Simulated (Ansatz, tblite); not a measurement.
# The cluster Pd₂H−: a ladder of methods and basis sets

How do method and basis change the picture of the cluster Pd₂H− (singlet)?

The runs use Ansatz 0.2.0, Gaussian basis; as each input shows.

The runs, in order: GFN1-xTB, GFN2-xTB, PBE-D4/def2-TZVPD, r2SCAN-D4/def2-TZVPD, r2SCANh-D4/def2-TZVPD, LDA/def2-TZVPD, B2PLYP/def2-TZVPD, B3LYP-D4/def2-TZVPD, HSE06-D4/def2-TZVPD, PBE+5HF/def2-TZVPD, PBE+10HF/def2-TZVPD, PBE+15HF/def2-TZVPD, PBE+35HF/def2-TZVPD, PBE+50HF/def2-TZVPD, PBE-D4/def2-SVPD, PBE0-D4/def2-SVPD, CCSD(T)/def2-TZVPPD, MP2/def2-TZVPD, RPA/def2-TZVPD.

4 further runs of the same task are left out: 4 set aside as unsound or not needed. Runs told in other sessions of the task aren't counted.

### 1 The structure

The singlet was relaxed beforehand with r2SCAN-D4/def2-TZVPD. At that level it is the lowest of the isomers that a small search found.

3 atoms, charge -1, spin multiplicity 1.

Bond lengths: Pd1–Pd2 2.474 Å, Pd2–H3 1.520 Å. Angles: Pd1–Pd2–H3 94.9°.

Pd takes a core potential in the def2 sets. No spin-orbit coupling is included. The ion is computed in the gas phase, without counter-ions or solvent.

PBE0-D4/def2-TZVPD was run before; its log isn't repeated, and its numbers join the tables.

### 2 GFN1-xTB

Tight binding, by tblite at 300 K electronic temperature and without a spin-polarisation term:

```python
tblite.interface.Calculator('GFN1-xTB', numbers, positions, charge=-1, uhf=0).singlepoint()
```

Energy -260.4235 eV, HOMO -2.69 eV, LUMO -0.84 eV; 0.002 s.

### 3 GFN2-xTB

Tight binding, by tblite at 300 K electronic temperature and without a spin-polarisation term:

```python
tblite.interface.Calculator('GFN2-xTB', numbers, positions, charge=-1, uhf=0).singlepoint()
```

Energy -263.9957 eV, HOMO -3.75 eV, LUMO -2.43 eV; 0.002 s.

### 4 PBE-D4/def2-TZVPD

start.molden holds the orbitals of an earlier run on this state, given as this run's starting guess.

in.yaml reads:

```yaml
crystal:
  periodic: [false, false, false]
  atoms:
    - {symbol: Pd, position_ang: [-0.941247, -1.450075, 0.362459]}
    - {symbol: Pd, position_ang: [0.851279, 0.092997, -0.364510]}
    - {symbol: H, position_ang: [0.089968, 1.357079, 0.002061]}
basis:
  gaussian: {orbitals: def2-TZVPD, initial_orbitals: start.molden}
total_charge: -1
hamiltonian: {xc: pbe, dispersion: d4}
scf: {omitted_lower_state_checks: [starts]}
output: {orbitals: {seedname: orbitals}}
```

Command:

```console
ansatz run in.yaml --threads 4 --pin off --events-out ev --progress --plain --max-ram 3916MiB
```

After this run come: r2SCAN-D4/def2-TZVPD; r2SCANh-D4/def2-TZVPD; LDA/def2-TZVPD; B2PLYP/def2-TZVPD; B3LYP-D4/def2-TZVPD; HSE06-D4/def2-TZVPD; PBE+5HF/def2-TZVPD; PBE+10HF/def2-TZVPD; PBE+15HF/def2-TZVPD; PBE+35HF/def2-TZVPD; PBE+50HF/def2-TZVPD; PBE-D4/def2-SVPD; PBE0-D4/def2-SVPD; CCSD(T)/def2-TZVPPD; MP2/def2-TZVPD; RPA/def2-TZVPD.

Before running them: what should the planned runs give, taken together? Wanted: gap in def2-TZVPD, named functionals, smallest and largest; gap over the share of exact exchange; correlation energy, CCSD(T)/def2-TZVPPD; correlation energy, MP2/def2-TZVPD; PBE0 total energy, smallest basis above largest.

The runs gave:

| quantity | value |
| --- | --- |
| gap in def2-TZVPD, named functionals, smallest and largest | 0.46 eV (LDA), 2.23 eV (PBE0-D4) |
| gap over the share of exact exchange | 0.48 eV at 0, 3.75 eV at 0.5 |
| correlation energy, CCSD(T)/def2-TZVPPD | -37.71 eV |
| correlation energy, MP2/def2-TZVPD | -28.47 eV |
| PBE0 total energy, smallest basis above largest | 1.80 eV (def2-SVPD, def2-TZVPD) |

Orbital gaps of the named functionals in def2-TZVPD span 0.46 eV (LDA) to 2.23 eV (PBE0-D4); exact exchange widens it. Raising the share of exact exchange from 0 to 0.5 moves the HOMO by -1.72 eV and the LUMO by +1.55 eV. All 7 functionals in this basis put the HOMO above zero: at these levels the basis alone holds the outermost electron. Notes on CCSD(T)/def2-TZVPPD and its Hartree-Fock reference, which MP2 shares: large T1 diagnostic, restricted state is unstable towards broken spin symmetry.
